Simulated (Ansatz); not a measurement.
Basis-set extrapolation for `CCC(=S)S` (PBE0-D4/def2-TZVP geometry, frozen core, Ansatz). Multiplicity 1, RHF reference.

|  | def2-TZVPP | def2-QZVPP |
| --- | --- | --- |
| HF | -912.209668 | -912.237346 |
| MP2 correlation | -0.860757 | -0.923728 |
| CCSD(T) correlation | -0.957071 | not run |

Energies in hartree. Use E(X) = E(∞) + A·exp(−7.88·√X) for Hartree–Fock and E(X) = E(∞) + B·X^(−2.97) for correlation, with X = 3 and 4, and add CCSD(T) minus MP2 of the smaller set to the MP2 limit.

Problem. What is the CCSD(T) energy at the basis-set limit?

Solution. HF limit: -912.237346 + (-0.027678) × 0.13774 = -912.24116. MP2 limit: -0.923728 + (-0.062971) × 0.74074 = -0.97037. Higher-order term: -0.957071 − (-0.860757) = -0.09631. Total: -913.30784 hartree, 370.5 kJ/mol below CCSD(T)/def2-TZVPP.
